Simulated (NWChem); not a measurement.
Total energies of H2Si

```xyz
3

Si     0.0000     0.0000    -0.0951
H      1.2867     0.0000     0.6656
H     -1.2867     0.0000     0.6656
```
Charge 0, spin multiplicity 3.

Program: NWChem. Structure: optimised with UB3LYP/def2-SVP, a minimum by its harmonic frequencies.

Basis set: 3-21G (17 functions).

| method | total energy (Ha) |
|---|---|
| UHF | -288.48079 |
| UMP2 | -288.51690 |
| UB2PLYP | -288.89811 |
| UPBE | -288.88265 |
| UB3LYP | -289.06047 |
| UM06-2X | -289.00022 |

Total energies of different functionals aren't comparable as a measure of quality: only differences taken within one method are. 

The correlated methods keep 5 core orbitals frozen. B3LYP has NWChem's definition, with VWN1-RPA local correlation. This spin state was chosen for the runs; another may lie lower. The structure started from a generated list of species. The unpaired electrons of the parent sit in orbitals of symmetry a1 and b2 (C2v labels of the run); other states weren't searched. The stability of the SCF solutions was not checked. Open-shell Hartree-Fock references start from PBE0 orbitals.
